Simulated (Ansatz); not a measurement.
# H2N–C⁺, triplet: the ladder up to UCCSDT(Q)

Geometry: that of the H2N–C, doublet, kept fixed.

```xyz
4

N     0.0000    0.0000    0.5108
C     0.0000    0.0000   -0.7748
H     0.0000    0.8569    1.0670
H     0.0000   -0.8569    1.0670
```

Basis cc-pVDZ; Ansatz 0.2.0. Only valence electrons are correlated (noble-gas cores frozen), which leaves 10 electrons in 36 orbitals. Prefix R: restricted or restricted open-shell reference; prefix U: unrestricted. Active spaces: valence = (10e, 10o) chosen from the atoms' valence shells.

Full CI isn't at hand for all of this; UCCSDT(Q) serves as the reference, and is uncertain by about the last step of the cluster series. The frozen core follows each run's orbitals, which can shift R against U totals by a few meV.

Unrestricted rows (U) aren't spin-pure: their determinants' ⟨S²⟩ exceeds S(S+1) by up to 0.25, so they mix in states of higher spin. For open shells CISD is restricted-active-space CI with the open shells as a complete middle space.

* UHF ⟨S²⟩: 2.249
* T1 diagnostic (RCCSD): 0.0358
* largest doubles amplitude (RCCSD): 0.117
* T1 diagnostic (UCCSD): 0.0437

Problem. From what is known of these methods and the diagnostics, rank them by the size of their error in total energy against UCCSDT(Q) in cc-pVDZ, smallest first (an estimate: the text doesn't fix the numbers).
A. CASSCF (valence space)
B. RHF
C. RMP2
D. MRCISD+Q (valence space)
E. MRCISD (valence space)

Solution. D (23 meV), E (172 meV), C (955 meV), A (3705 meV), B (7286 meV).

All errors are against UCCSDT(Q) in cc-pVDZ. Within each family the higher level lies nearer, as is usual though not guaranteed.

Natural occupations of CASSCF (valence space) about the gap: 1.976 1.974 1.914 1.002 1.001 0.087 0.021 0.021 0.020; effectively unpaired electrons, Σ n²(2−n)², 2.07.
